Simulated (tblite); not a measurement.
C5H12N (doublet state).
Numbering: `[CH3:1][CH:2][N:3]([CH3:4])[CH2:5][CH3:6]` (hydrogens: H7, H8, H9 on C1; H10 on C2; H11, H12, H13 on C4; H14, H15 on C5; H16, H17, H18 on C6)

Geometry (GFN2-xTB, Å), atoms numbered from 1 in this order:
```xyz
18
C5H12N angstrom
C      2.334   -0.310    0.443
C      1.129    0.523    0.191
N      0.072    0.038   -0.583
C     -0.146   -1.385   -0.626
C     -1.120    0.854   -0.606
C     -1.942    0.793    0.686
H      2.086   -1.225    0.982
H      2.853   -0.605   -0.481
H      3.038    0.258    1.047
H      1.259    1.591    0.119
H     -0.417   -1.810    0.350
H     -0.949   -1.598   -1.331
H      0.760   -1.879   -0.975
H     -1.737    0.533   -1.451
H     -0.810    1.888   -0.784
H     -1.310    1.054    1.532
H     -2.772    1.493    0.635
H     -2.340   -0.207    0.842
```

Method: GFN2-xTB as coded in tblite; computed harmonic values from a numerical Hessian at the method's own geometry, unscaled. The method is semi-empirical: single wavenumbers can be off by several per cent or more. One conformer, not necessarily the lowest. Open shells enter through the occupations alone, without spin polarisation, and single modes of such species can be off by tens of per cent.

Harmonic wavenumbers (cm⁻¹): 71.9, 99.1, 170.2, 177.5, 207.2, 226.4, 293.4, 388.6, 425.4, 508.4, 555.4, 811.1, 823.4, 965.9, 1018.2, 1026.0, 1057.0, 1075.1, 1093.9, 1114.6, 1167.2, 1223.9, 1241.3, 1327.9, 1334.5, 1393.3, 1400.2, 1414.2, 1441.0, 1472.5, 1478.7, 1486.7, 1491.1, 1498.4, 1500.4, 1509.5, 2837.9, 2871.5, 2937.4, 2961.3, 2971.3, 3001.0, 3016.1, 3034.8, 3038.5, 3040.9, 3042.7, 3071.9.

A = 5819, B = 2291, C = 1958 MHz; mass 86.097 u (most abundant isotopes); point group C1, symmetry number 1; spin multiplicity 2.

What is the zero-point energy?

Half the sum of the wavenumbers: 35157 cm⁻¹ = 100.52 kcal/mol.

What is S at 400 K and 1 bar for an ideal gas of classical rigid rotors and harmonic oscillators?

Translation 40.76, rotation 27.79, vibration 30.20, spin (R ln 2) 1.38: S = 100.1 cal/(mol K).

And Cp and H(400 K) − H(0)?

Cp = 39.92 cal/(mol K), of which vibrations give 31.98 (their classical limit is 48 R = 95.4); H(400 K) − H(0) = 9.61 kcal/mol without the zero-point energy, 6.43 from vibrations.

Which modes carry the vibrational entropy at 400 K?

71.9 cm⁻¹: 4.68; 99.1 cm⁻¹: 4.05; 170.2 cm⁻¹: 2.99; 177.5 cm⁻¹: 2.91; 207.2 cm⁻¹: 2.62; 226.4 cm⁻¹: 2.45 cal/(mol K); the other 42 give 10.50 together.

How do the functions run with temperature in this model?

```tsv
T (K)	S (cal/(mol K))	Cp (cal/(mol K))	H − H(0) (kcal/mol)	G − H(0) (kcal/mol)	ln q(vib)
50	54.9	11.4	0.45	-2.29	0.21
100	64.6	16.8	1.17	-5.29	1.00
298.15	89.7	31.6	5.97	-20.77	5.04
373.15	97.4	37.7	8.57	-27.79	6.56
500	109.9	47.7	14.00	-40.94	9.13
750	132.3	63.0	27.96	-71.28	14.12
1000	152.0	73.6	45.11	-106.87	18.93
```

q(vib) and H(0) count from the zero-point level.

What must be added to the electronic energy to get the Gibbs energy at 400 K and 1 bar?

ZPE + [H(400 K) − H(0)] − T·S = 100.52 + 9.61 − 40.05 = 70.08 kcal/mol.

Blend soft modes into free rotors: weight 1/[1 + (100 cm⁻¹/ν̃)⁴] for the oscillator and the rest for a rotor with moment μB/(μ + B), μ = h/(8π²ν), B = 10⁻⁴⁴ kg m². What vibrational entropy results?

28.71 cal/(mol K) in place of 30.20, which changes −T·S at 400 K by +0.59 kcal/mol.

Hindered rotation and anharmonicity are outside this model. Other conformers, if any are populated, would add a mixing term that is left out. The structure is chiral; the term R ln 2 for an equal mix with its mirror image is left out.
